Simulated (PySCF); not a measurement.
C₄H₄S, SMILES c1ccsc1. Atoms are numbered in the order given.

```xyz
9

C      0.0000     0.7149     1.2748
C      0.0000    -0.7149     1.2748
C      0.0000    -1.2414     0.0075
S      0.0000     0.0000    -1.1982
C      0.0000     1.2414     0.0075
H      0.0000     1.3261     2.1785
H      0.0000    -1.3261     2.1785
H      0.0000    -2.2898    -0.2867
H      0.0000     2.2898    -0.2867
```

Geometry: B3LYP-D3(BJ)/def2-SVP.

The numbers are results of TDDFT-B3LYP/def2-SVPD (PySCF), not measurements.

Vertical excitations.  State labels are in the subgroup C2v.

Estimate the UV-visible absorptions. (An estimate is asked for; the answer gives what the named calculation found.)


| state | symmetry | energy (eV) | λ (nm) | f | main pairs |
|---|---|---|---|---|---|
| S1 | B2 | 5.71 | 217 | 0.078 | HOMO→LUMO 96 % |
| S2 | A1 | 5.77 | 215 | 0.077 | HOMO−1→LUMO 83 %, HOMO→LUMO+3 15 % |
| S3 | B1 | 5.94 | 209 | 0.005 | HOMO→LUMO+1 98 % |
| S4 | A2 | 6.18 | 200 | 0.000 | HOMO−1→LUMO+1 97 % |
| S5 | A2 | 6.47 | 192 | 0.000 | HOMO→LUMO+2 97 % |
| S6 | B1 | 6.82 | 182 | 0.003 | HOMO−1→LUMO+2 98 % |
| S7 | A2 | 6.97 | 178 | 0.000 | HOMO→LUMO+4 93 % |
| S8 | B1 | 7.22 | 172 | 0.037 | HOMO→LUMO+5 95 % |
| S9 | B1 | 7.36 | 168 | 0.013 | HOMO−1→LUMO+4 87 % |
| S10 | A2 | 7.38 | 168 | 0.000 | HOMO→LUMO+6 90 % |
| T1 | B2 | 3.75 | 330 | 0 | HOMO→LUMO 97 % |
| T2 | A1 | 4.52 | 274 | 0 | HOMO−1→LUMO 97 % |
| T3 | B1 | 5.69 | 218 | 0 | HOMO→LUMO+1 95 % |
| T4 | A1 | 5.75 | 215 | 0 | HOMO→LUMO+3 89 % |
Triplets are in the Tamm–Dancoff approximation, which puts them higher than full response would, so one can lie above its singlet here.
